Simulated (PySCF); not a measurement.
Gas-phase reaction: 4 H₂SiNH + 3 Cl = 3 SiHCl + 3 NH₃ + SiN

Computed with PySCF and rigid-rotor harmonic-oscillator thermochemistry at 1 bar. † marks an energy on the PBE0/def2-TZVP geometry and frequencies; other levels use their own. Open shells (unrestricted): Cl (multiplicity 2, electronic degeneracy 6), SiN (multiplicity 2); the rest are closed-shell singlets. Spin-orbit splitting is ignored; it lowers the true energy and changes the entropy of Cl. B3LYP is the form with VWN-RPA correlation. H₂SiNH, SiHCl: computed as isolated molecules; such fragments, hydroxides, amides, oligomers or adducts are transient or little studied in the gas. The harmonic model lacks anharmonicity and excited electronic states, which grow with temperature; levels with a mode under 35 cm⁻¹ are left out.

```csv
level,"ΔE electronic, kJ","ΔH°(298 K), kJ","ΔS°(298 K), J/K","ΔG°(2000 K), kJ"
B3LYP/def2-TZVP†,-519,-482,60,-525
PBE0/def2-SVP†,-540,-503,60,-547
PBE0/def2-TZVP,-546,-510,60,-553
r2SCAN/def2-TZVP†,-501,-464,60,-507
ωB97M-V/def2-TZVP†,-567,-531,60,-574
ωB97X-V/def2-TZVP†,-517,-480,60,-523
```
ΔH° is lowest at ωB97M-V/def2-TZVP† and highest at r2SCAN/def2-TZVP†. No reference value is set beside these.
